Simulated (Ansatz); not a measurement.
Cartesian coordinates (Å):
```xyz
5

F      1.5178    -0.2409    -0.4549
Si     0.0000     0.0000     0.0000
F     -0.8941    -1.2569    -0.4353
F     -0.0596     0.1721     1.5923
F     -0.5641     1.3257    -0.7022
```
Charge 0, spin multiplicity 1.

Calculation: frozen-core CCSD(T)/cc-pVDZ // PBE-D3(BJ)/def2-SVP in Ansatz (a first-principles code).

| Property | Value |
|---|---|
| HF energy | -686.93684 Ha |
| MP2 correlation energy | -0.83988 Ha |

Estimate the CCSD correlation energy, the (T) correction, the total energy and the T1 diagnostic.


```json
{
 "CCSD correlation energy": "-0.84407 Ha",
 "(T) correction": "-0.01314 Ha",
 "CCSD(T) total energy": "-687.79405 Ha",
 "T1 diagnostic": "0.012"
}
```
